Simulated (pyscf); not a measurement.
**Four-centre exchange: H₂B–F + water (H₂O) -> H₂B–OH + hydrogen fluoride (HF)**

Gas phase, singlet surface, charge 0. Bonds broken: B1–F2, O5–H6. Bonds formed: B1–O5, F2–H6. PySCF, gas phase, ωB97X-D3(BJ)/def2-SVP geometries. MP2 and CC: frozen core, UHF for open shells. ΔMP2 is the change of the MP2 total energy from the triple- to the quadruple-zeta basis.

Transition state (Å):

```xyz
7

B     -0.4247     0.3856    -0.0454
F      1.0448    -0.3973    -0.1960
H     -0.3037     1.1553     0.8733
H     -0.7636     0.7461    -1.1490
O     -0.9711    -0.9579     0.3658
H      0.2867    -1.1331     0.1281
H     -1.5182    -1.3462    -0.3282
```

One imaginary mode, 914i cm⁻¹; descent along it reached the two sides named, in the forms told below.

| bond | change | reactant side (Å) | saddle | product side |
|---|---|---|---|---|
| B1–F2 | breaks | 1.380 | 1.672 | 3.3 |
| O5–H6 | breaks | 0.970 | 1.292 | 1.745 |
| B1–O5 | forms | 1.748 | 1.508 | 1.362 |
| F2–H6 | forms | 2.563 | 1.105 | 0.933 |

Electronic energies relative to the separated reactants (kcal/mol):

```
level                             barrier  reaction energy  reverse barrier
--------------------------------  -------  ---------------  ---------------
ωB97X-D3(BJ)/def2-TZVP               11.2             +0.4             10.8
PBE/def2-TZVP                         6.3             -0.3              6.6
r²SCAN/def2-TZVP                      7.6             +0.3              7.3
B3LYP-D3(BJ)/def2-TZVP               11.9             +0.4             11.4
PBE0-D3(BJ)/def2-TZVP                 8.2             -0.4              8.6
M06-2X/def2-TZVP                      9.9             +0.1              9.8
ωB97M-D3(BJ)/def2-TZVP               10.7             +0.2             10.5
HF/def2-TZVP                         27.8             +2.4             25.5
MP2/def2-QZVPP                       11.8             -0.3             12.1
CCSD/def2-TZVPP                      14.7             +0.3             14.4
CCSD(T)/def2-TZVPP                   12.2              0.0             12.2
CCSD(T)/def2-TZVPP + ΔMP2(QZVPP)     13.1              0.0             13.1
```

With CCSD(T)/def2-TZVPP + ΔMP2(QZVPP) energies and thermal terms (ideal gas, 1 atm, RRHO with modes under 100 cm⁻¹ raised to 100, one conformer, R ln 2 for chiral ones without a mode under 150 cm⁻¹), in kcal/mol:

```json
[
 {"T (K)": "298", "ΔH‡": "12.8", "ΔG‡": "23.2", "ΔH": "+0.3", "ΔG": "+0.8"},
 {"T (K)": "600", "ΔH‡": "12.4", "ΔG‡": "34.0", "ΔH": "+0.5", "ΔG": "+1.3"},
 {"T (K)": "900", "ΔH‡": "12.9", "ΔG‡": "44.7", "ΔH": "+0.8", "ΔG": "+1.6"},
 {"T (K)": "1200", "ΔH‡": "13.6", "ΔG‡": "55.1", "ΔH": "+1.2", "ΔG": "+1.8"}
]
```

On the reactant side the descent ends in an adduct with a B–O contact, 10.7 kcal/mol under the separated species and 21.9 kcal/mol under the saddle at ωB97X-D3(BJ)/def2-TZVP. On the product side the descent ends in a complex (not fully relaxed), 7.2 kcal/mol under the separated species and 18.0 kcal/mol under the saddle at ωB97X-D3(BJ)/def2-TZVP. What is counted as formed (B–O) is already present as a longer contact in the reactant adduct; forming that adduct is a step of its own. This is the saddle that the search found; another between the same sides may lie lower. The CCSD(T) − MP2 part came from Ansatz, without density fitting, on the same reference.
